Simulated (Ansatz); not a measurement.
**SF2: how energies converge with the basis set**

An exercise on one series of results from a longer session: the logs are not shown, and one member is left open.

Program: Ansatz 0.2.0, Gaussian basis. Level of theory: one geometry, several basis sets. These are calculated values, not measurements.

Levels to be run: PBE0-D4/def2-SVP; ωB97M-V/def2-SVP; PBE0-D4/def2-QZVPP; ωB97M-V/def2-QZVPP; CCSD(T)/cc-pV(D+d)Z; CCSD(T)/cc-pV(T+d)Z; CCSD(T)/cc-pV(Q+d)Z; the functionals' def2-TZVPP values are taken from earlier runs.

### The geometry

An earlier PBE0-D4 in a triple-zeta def2 set relaxation fixed the geometry.

SMILES `FSF`, 3 atoms, charge 0, spin multiplicity 1.

Atoms are counted from 1 here; the program's logs count them from 0.

Bond lengths: F1–S2 1.590 Å, S2–F3 1.590 Å. Angles: F1–S2–F3 98.6°.

The first run:

Input file in.yaml:

```yaml
crystal:
  periodic: [false, false, false]
  atoms:
    - {symbol: F, position_ang: [0.440191, 1.116202, 0.365400]}
    - {symbol: S, position_ang: [-0.602129, 0.126565, -0.315329]}
    - {symbol: F, position_ang: [0.161939, -1.242757, -0.050071]}
basis:
  gaussian: {orbitals: def2-SVP}
hamiltonian: {xc: pbe0, dispersion: d4}
output: {orbitals: {seedname: orbitals}}
```

Command:

```
ansatz run in.yaml --threads 4 --pin off --events-out ev --progress --plain --max-ram 10444MiB
```

Steps of the session up to this table: PBE0-D4 in def2-SVP; ωB97M-V in def2-SVP; PBE0-D4 in def2-QZVPP; ωB97M-V in def2-QZVPP.

One table of the session follows, with a row left open; its other results are not shown here.

```
functional       basis  HOMO (eV)
   PBE0-D4    def2-SVP      -7.07
   PBE0-D4  def2-TZVPP          ?
   PBE0-D4  def2-QZVPP      -7.24
   ωB97M-V    def2-SVP      -9.36
   ωB97M-V  def2-TZVPP      -9.49
   ωB97M-V  def2-QZVPP      -9.57
```

Estimate the missing values for PBE0-D4, def2-TZVPP.

The run gave: HOMO (eV): -7.18. In the column «HOMO (eV)» it lies between PBE0-D4, def2-QZVPP (-7.24) and PBE0-D4, def2-SVP (-7.07).
